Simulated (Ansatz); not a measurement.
HGeP, triplet: reading a ladder of total energies

Geometry: displaced at random from a stationary point.

```xyz
3

Ge   -0.0002   -0.0273    0.6897
P    -0.0010    0.0116   -1.6415
H     0.0469    1.6105    0.7401
```

Basis cc-pVDZ; Ansatz 0.2.0. Correlated methods freeze the noble-gas cores and the filled d shells of p-block atoms, which leaves 10 electrons in 31 orbitals. R marks a restricted (for open shells ROHF) determinant, U an unrestricted one. No spin–orbit coupling is included, and no scalar relativity.

Full CI isn't at hand for all of this; UCCSDT(Q) serves as the reference, and is uncertain by about the last step of the cluster series.

The cluster runs stand on a determinant 0.02 eV above the lowest UHF solution, chosen by trial CCSD; the correlation energy below is counted from it.

Runs differ by some tens of microhartree through their thresholds and, for an open shell, their frozen cores, so steps under 0.03 kcal/mol mean nothing.

```csv
level,total energy (hartree)
UHF determinant under the cluster runs,-2416.600600
UMP2,-2416.749999
UCCSD,-2416.788041
UCCSD(T),-2416.793876
UCCSDT,-2416.795306
UCCSDT(Q),-2416.795724
```

Problem. What is the correlation energy at UCCSDT(Q), and what share of it do UMP2 and UCCSD recover?

Solution. E(corr) = -2416.795724 − (-2416.600600) = -0.195124 hartree = -5.310 eV. UMP2: -0.149399 / -0.195124 = 76.57 %. UCCSD: -0.187441 / -0.195124 = 96.06 %.

Problem. By how many kcal/mol does UCCSD(T) miss UCCSDT(Q) (1 hartree = 627.509 kcal/mol), and which steps make up the rest?

Solution. -2416.793876 − (-2416.795724) = 0.001848 hartree = 1.16 kcal/mol. Steps: UCCSDT − UCCSD(T) = -0.90, UCCSDT(Q) − UCCSDT = -0.26 kcal/mol. Differences between like states or geometries often cancel part of this.
